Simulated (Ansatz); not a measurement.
# Molecular dynamics, step by step

CH$_{8}$OSi, singlet, B3LYP-D4/STO-3G (Ansatz 0.2.0). Settings (timestep in fs, temperature in K; T counts 27 degrees of freedom):

```yaml
hamiltonian: {xc: {name: B3LYP}, dispersion: d4}
md: {n_steps: 80, timestep: 0.75, temperature: 700, ensemble: nve, seed: 112, initial_velocities: maxwell_boltzmann}
```

Start:

H1  (0.482, 0.209, -3.560)
H2  (0.845, -0.440, -3.493)
C3  (-0.110, 0.272, 2.121)
O4  (-0.787, -0.361, 1.061)
Si5  (-0.269, -0.267, -0.494)
H6  (0.916, -0.103, 2.224)
H7  (-0.649, 0.061, 3.047)
H8  (-0.071, 1.359, 1.982)
H9  (-1.230, -1.050, -1.303)
H10  (1.105, -0.829, -0.630)
H11  (-0.233, 1.150, -0.955)
(Å)

| step | time (fs) | potential energy less the start (meV) | kinetic energy (meV) | T (K) |
| --- | --- | --- | --- | --- |
| 0 | 0.00 | 0.0 | 814.3 | 700 |
| 5 | 3.75 | 341.6 | 478.0 | 411 |
| 10 | 7.50 | 192.5 | 622.3 | 535 |
| 15 | 11.25 | 86.0 | 731.6 | 629 |
| 20 | 15.00 | -27.3 | 842.0 | 724 |
| 25 | 18.75 | -27.7 | 841.6 | 723 |
| 30 | 22.50 | 282.8 | 535.8 | 461 |
| 35 | 26.25 | 251.2 | 565.2 | 486 |
| 40 | 30.00 | 136.1 | 680.6 | 585 |
| 45 | 33.75 | 200.8 | 614.8 | 528 |
| 50 | 37.50 | 150.4 | 666.8 | 573 |
| 55 | 41.25 | 11.4 | 804.4 | 691 |
| 60 | 45.00 | 171.4 | 643.1 | 553 |
| 65 | 48.75 | 350.6 | 467.6 | 402 |
| 70 | 52.50 | 236.1 | 579.7 | 498 |
| 75 | 56.25 | 165.5 | 652.2 | 561 |
| 80 | 60.00 | 13.2 | 800.6 | 688 |

Step 10, positions (Å) and forces (eV/Å):

```json
{"atom": "H1", "x": "0.379", "y": "0.163", "z": "-3.549", "Fx": "0.528", "Fy": "-0.671", "Fz": "-0.535"}
{"atom": "H2", "x": "0.771", "y": "-0.343", "z": "-3.941", "Fx": "-0.523", "Fy": "0.676", "Fz": "0.518"}
{"atom": "C3", "x": "-0.118", "y": "0.281", "z": "2.108", "Fx": "1.047", "Fy": "-0.694", "Fz": "1.362"}
{"atom": "O4", "x": "-0.803", "y": "-0.352", "z": "1.053", "Fx": "-1.606", "Fy": "-1.568", "Fz": "1.103"}
{"atom": "Si5", "x": "-0.258", "y": "-0.276", "z": "-0.473", "Fx": "2.333", "Fy": "0.367", "Fz": "-2.567"}
{"atom": "H6", "x": "0.985", "y": "0.024", "z": "2.321", "Fx": "-0.975", "Fy": "0.211", "Fz": "-0.895"}
{"atom": "H7", "x": "-0.645", "y": "-0.114", "z": "3.010", "Fx": "0.084", "Fy": "0.917", "Fz": "0.213"}
{"atom": "H8", "x": "-0.209", "y": "1.368", "z": "1.975", "Fx": "0.160", "Fy": "0.774", "Fz": "0.700"}
{"atom": "H9", "x": "-1.215", "y": "-0.983", "z": "-1.294", "Fx": "-0.054", "Fy": "0.254", "Fz": "0.043"}
{"atom": "H10", "x": "1.067", "y": "-0.868", "z": "-0.648", "Fx": "-0.327", "Fy": "-0.356", "Fz": "0.173"}
{"atom": "H11", "x": "0.065", "y": "1.083", "z": "-0.884", "Fx": "-0.666", "Fy": "0.089", "Fz": "-0.114"}
```

Step 25, positions (Å) and forces (eV/Å):

```json
{"atom": "H1", "x": "0.376", "y": "-0.080", "z": "-3.719", "Fx": "0.089", "Fy": "0.041", "Fz": "-0.496"}
{"atom": "H2", "x": "0.514", "y": "-0.020", "z": "-4.442", "Fx": "-0.090", "Fy": "-0.042", "Fz": "0.497"}
{"atom": "C3", "x": "-0.127", "y": "0.333", "z": "2.159", "Fx": "0.605", "Fy": "-1.597", "Fz": "-1.169"}
{"atom": "O4", "x": "-0.908", "y": "-0.405", "z": "1.108", "Fx": "0.594", "Fy": "0.858", "Fz": "0.183"}
{"atom": "Si5", "x": "-0.182", "y": "-0.276", "z": "-0.506", "Fx": "-1.673", "Fy": "-0.059", "Fz": "2.056"}
{"atom": "H6", "x": "0.975", "y": "0.125", "z": "2.036", "Fx": "-0.521", "Fy": "0.221", "Fz": "0.456"}
{"atom": "H7", "x": "-0.456", "y": "-0.022", "z": "3.152", "Fx": "0.000", "Fy": "-0.377", "Fz": "0.008"}
{"atom": "H8", "x": "-0.261", "y": "1.415", "z": "2.196", "Fx": "-0.210", "Fy": "0.904", "Fz": "-0.512"}
{"atom": "H9", "x": "-1.250", "y": "-0.737", "z": "-1.311", "Fx": "-0.438", "Fy": "-0.418", "Fz": "-0.600"}
{"atom": "H10", "x": "0.910", "y": "-1.171", "z": "-0.584", "Fx": "0.999", "Fy": "-0.269", "Fz": "-0.241"}
{"atom": "H11", "x": "0.051", "y": "1.068", "z": "-0.891", "Fx": "0.645", "Fy": "0.738", "Fz": "-0.182"}
```

Step 30, positions (Å) and forces (eV/Å):

```csv
atom,x,y,z,Fx,Fy,Fz
H1,0.394,-0.162,-3.854,-0.011,-0.088,0.233
H2,0.410,0.090,-4.531,0.010,0.087,-0.229
C3,-0.133,0.347,2.172,-0.974,-0.674,-1.773
O4,-0.940,-0.415,1.136,1.092,0.812,-0.671
Si5,-0.161,-0.276,-0.510,-1.741,-0.438,0.911
H6,0.905,0.130,2.008,1.746,0.210,-0.228
H7,-0.310,-0.107,3.167,-0.820,0.601,0.104
H8,-0.293,1.463,2.083,-0.034,-0.784,0.631
H9,-1.299,-0.689,-1.396,1.105,0.099,0.653
H10,0.958,-1.292,-0.588,-0.751,1.268,-0.095
H11,0.109,1.139,-0.918,0.378,-1.092,0.464
```

Last step (80):

```
11
angstrom
H -0.0432 0.2538 -5.6294
H -0.0234 -0.0618 -4.9602
C -0.2029 0.3428 2.0740
O -0.9831 -0.3909 1.1212
Si -0.0854 -0.3035 -0.3862
H 0.8960 0.3075 1.9954
H -0.4559 -0.0182 3.0821
H -0.5071 1.4101 2.0192
H -1.1597 -0.3931 -1.4206
H 0.8665 -1.4457 -0.5731
H 0.7073 0.9378 -0.6057
```

The run took about 26 s on 4 CPU threads of an Arm Neoverse V2 (shared host).
